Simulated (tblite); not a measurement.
Write Cartesian coordinates for `C=CCCC[S]` [radical] as optimised with GFN2-xTB. (Doublet state.)

```
atom  x, y, z in Å
C1     2.5590    0.6837   -0.3549
C2     1.2847    1.0065   -0.2345
C3     0.1483    0.1355   -0.6592
C4    -0.7876   -0.1630    0.5151
C5    -1.9443   -1.0637    0.0992
S6    -3.0349   -0.2815   -1.1006
H7     3.3487    1.3415   -0.0347
H8     2.8684   -0.2535   -0.7884
H9     1.0010    1.9531    0.2076
H10    0.5310   -0.7995   -1.0741
H11   -0.4298    0.6426   -1.4390
H12   -0.2277   -0.6615    1.3109
H13   -1.1832    0.7734    0.9146
H14   -2.5620   -1.3210    0.9620
H15   -1.5760   -1.9847   -0.3573
```

Orientation and origin are arbitrary. Atoms count from 1 in this order. C1 (carbon bonded to C and 2 H) is planar (angles 122.1°, 121.8° and 116.1°, sum 360.0°, 0.00 Å off the plane of its three neighbours). Of the pairs four or more bonds apart, S6···H11 is among the closest relative to their van der Waals radii: 2.78 Å, 93 % of the sum of Bondi's values. The C–C distances run from 1.320 Å (C1=C2, drawn double) to 1.531 Å (C3–C4, drawn single), a spread of 0.211 Å. C2 (carbon bonded to 2 C and H) is planar (angles 124.5°, 120.3° and 115.3°, sum 360.0°, 0.00 Å off the plane of its three neighbours).

Bonds between heavy atoms (Å): C1=C2 1.320, C2–C3 1.493, C3–C4 1.531, C4–C5 1.524, C5–S6 1.800.

Computed geometry: GFN2-xTB, gas phase. This method treats the open shell by occupation alone, without spin polarisation.

Point group: C1 (no symmetry element, even within 0.4 Å). Its GFN2-xTB frequencies are all real (lowest 59 cm⁻¹). Torsions: C1–C2–C3–C4 122°, C2–C3–C4–C5 -179°, C3–C4–C5–S6 -65°. 3 starts were optimised and ended at 0.00, 0.13 and 0.41 kcal/mol (GFN2-xTB); the lowest of these is shown.

One conformer stands for the species.
